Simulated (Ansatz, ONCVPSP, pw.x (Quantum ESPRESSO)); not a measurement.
**magnesium (diamond): variants of one ONCV potential in the solid**

* Element: magnesium (Mg)
* Generator: ONCVPSP 4.0.1
* Type: optimised norm-conserving Vanderbilt (ONCV)
* Functional: PBEsol
* Relativity: scalar-relativistic
* Frozen core: [Ne]
* Valence charge: 2
* Reference configuration: 3s1 (charge +1)
* Partial waves: 3s: rc 1.90 bohr, ncon 4, nbas 7, qcut 3.1 1/bohr, 1 projector; p scattering state at 0.17 Ha: rc 1.95 bohr, ncon 4, nbas 8, qcut 4 1/bohr, 2 projectors, debl 3.4 Ha; d scattering state at 0.35 Ha: rc 1.85 bohr, ncon 4, nbas 8, qcut 5.6 1/bohr, local
* Local potential: the d channel
* Core correction: polynomial model core, fcfact 0.3

In the p channel the program set the typed energies aside and used 0.050, 3.450 Ha.

Crystal test: diamond Mg in pw.x 7.5, no spin, 8³ k-points, Fermi–Dirac smearing 0.01 Ry, cutoffs set for each file from its atomic test. The reference is all-electron LAPW (Ansatz 0.2.0) with the same functional, mesh and smearing; V0 and B0 come from Birch–Murnaghan fits to the pressures at five volumes. Errors are pseudo minus all-electron; Δ is the rms difference of the E(V) curves that follow from these fits, minima aligned, over ±6 % about the mean V0. Mesh and smearing are coarse, so the numbers serve the comparison and aren't converged zero-temperature values; the lattice is a test structure that the element need not adopt.

All-electron: a0 = 6.780 Å (V0 = 38.96 Å³/atom), B0 = 11.9 GPa.

Base: This is a poor potential for the solid. The generator flags a localised state at positive energy (s at 19 eV).

1 further variants are left out: they gave no file fit for a test, a broken result, the same result as the base, or pressures whose basis-set error rivals the error shown.

| change | cutoffs (Ry) | pw.x | a0 (Å) | a0 error (%) | B0 error (%) | Δ (meV/atom) | mean pressure error (GPa) |
| --- | --- | --- | --- | --- | --- | --- | --- |
| base | 50/200 | converged; energies reset by the program | 6.733 | -0.69 | +4.1 | 2.1 | -0.25 |
| core correction polynomial model core, fcfact 1.2 | 50/200 | converged; energies reset by the program | 6.738 | -0.62 | +3.6 | 1.9 | -0.22 |
| p: qcut 3.7 | 50/200 | converged; energies reset by the program | 6.733 | -0.69 | +4.1 | 2.1 | -0.25 |
| p: nbas 7 | 50/200 | converged; energies reset by the program | 6.733 | -0.68 | +4.1 | 2.1 | -0.25 |

(1) Give the row for: p: debl 5.65.

Results:

(1) pw.x: converged; energies reset by the program; mean pressure error (GPa): -0.30; a0 (Å): 6.723; a0 error (%): -0.84; B0 error (%): +5.1; Δ (meV/atom): 2.6.
